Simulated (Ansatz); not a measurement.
Species, as SMILES: [SH] (SH), doublet.
Atoms: S1, H2. Bonds: S1-H2.

Basis-set convergence of the highest harmonic wavenumber at PBE with Ansatz (a quantum-chemistry and plane-wave program). Each level at its own minimum, finite differences of forces, unscaled; the reference is a large set that could be run, not a limit. Cartesian d functions, on some or all atoms, in 6-31G*, 6-31+G*, 6-311G**, 6-311+G**; all else is spherical. The program fits the integrals of some runs and decomposes those of others, by size. Open shells are unrestricted. No added dispersion term, no relativity. Reference: the value in aug-pcseg-3, 2612 cm⁻¹. Deviations are taken from unrounded values.

```json
[
 {"basis": "6-31G*", "functions": "21", "highest harmonic wavenumber (cm⁻¹)": "2610"},
 {"basis": "6-31+G*", "functions": "25", "highest harmonic wavenumber (cm⁻¹)": "2607"},
 {"basis": "def2-SVP", "functions": "23", "highest harmonic wavenumber (cm⁻¹)": "2611"},
 {"basis": "def2-SVPD", "functions": "35", "highest harmonic wavenumber (cm⁻¹)": "2613"},
 {"basis": "pcseg-1", "functions": "23", "highest harmonic wavenumber (cm⁻¹)": "2611"},
 {"basis": "aug-pcseg-1", "functions": "36", "highest harmonic wavenumber (cm⁻¹)": "2615"},
 {"basis": "cc-pV(D+d)Z", "functions": "28", "highest harmonic wavenumber (cm⁻¹)": "2608"},
 {"basis": "aug-cc-pV(D+d)Z", "functions": "41", "highest harmonic wavenumber (cm⁻¹)": "2607"},
 {"basis": "6-311G**", "functions": "33", "highest harmonic wavenumber (cm⁻¹)": "2597"},
 {"basis": "6-311+G**", "functions": "37", "highest harmonic wavenumber (cm⁻¹)": "2597"},
 {"basis": "def2-TZVP", "functions": "43", "highest harmonic wavenumber (cm⁻¹)": "2609"},
 {"basis": "def2-TZVPD", "functions": "55", "highest harmonic wavenumber (cm⁻¹)": "2611"},
 {"basis": "pcseg-2", "functions": "48", "highest harmonic wavenumber (cm⁻¹)": "2603"},
 {"basis": "aug-pcseg-2", "functions": "73", "highest harmonic wavenumber (cm⁻¹)": "2608"},
 {"basis": "cc-pV(T+d)Z", "functions": "53", "highest harmonic wavenumber (cm⁻¹)": "2612"},
 {"basis": "aug-cc-pV(T+d)Z", "functions": "78", "highest harmonic wavenumber (cm⁻¹)": "2614"},
 {"basis": "def2-TZVPP", "functions": "56", "highest harmonic wavenumber (cm⁻¹)": "2612"},
 {"basis": "def2-TZVPPD", "functions": "68", "highest harmonic wavenumber (cm⁻¹)": "2615"},
 {"basis": "cc-pV(Q+d)Z", "functions": "94", "highest harmonic wavenumber (cm⁻¹)": "2612"},
 {"basis": "aug-cc-pV(Q+d)Z", "functions": "135", "highest harmonic wavenumber (cm⁻¹)": "2612"},
 {"basis": "pcseg-3", "functions": "97", "highest harmonic wavenumber (cm⁻¹)": "2612"},
 {"basis": "aug-pcseg-3", "functions": "138", "highest harmonic wavenumber (cm⁻¹)": "2612"},
 {"basis": "def2-QZVPP", "functions": "100", "highest harmonic wavenumber (cm⁻¹)": "2612"},
 {"basis": "def2-QZVPPD", "functions": "112", "highest harmonic wavenumber (cm⁻¹)": "2613"}
]
```

What the diffuse functions change, pair by pair:
- 6-31G* to 6-31+G*: 4 more functions, deviation -2 to -5 cm⁻¹
- def2-SVP to def2-SVPD: 12 more functions, deviation -2 to 1 cm⁻¹
- pcseg-1 to aug-pcseg-1: 13 more functions, deviation -1 to 2 cm⁻¹
- cc-pV(D+d)Z to aug-cc-pV(D+d)Z: 13 more functions, deviation -4 to -5 cm⁻¹
- 6-311G** to 6-311+G**: 4 more functions, deviation -16 to -16 cm⁻¹
- def2-TZVP to def2-TZVPD: 12 more functions, deviation -4 to -1 cm⁻¹
- pcseg-2 to aug-pcseg-2: 25 more functions, deviation -10 to -5 cm⁻¹
- cc-pV(T+d)Z to aug-cc-pV(T+d)Z: 25 more functions, deviation -1 to 2 cm⁻¹
- def2-TZVPP to def2-TZVPPD: 12 more functions, deviation 0 to 2 cm⁻¹
- cc-pV(Q+d)Z to aug-cc-pV(Q+d)Z: 41 more functions, deviation 0 to 0 cm⁻¹
- pcseg-3 to aug-pcseg-3: 41 more functions, deviation 0 to 0 cm⁻¹
- def2-QZVPP to def2-QZVPPD: 12 more functions, deviation 0 to 0 cm⁻¹

Leaving out the reference's own pair, they bring the value nearer the reference by more than 1 cm⁻¹ in 2 of 11 pairs.
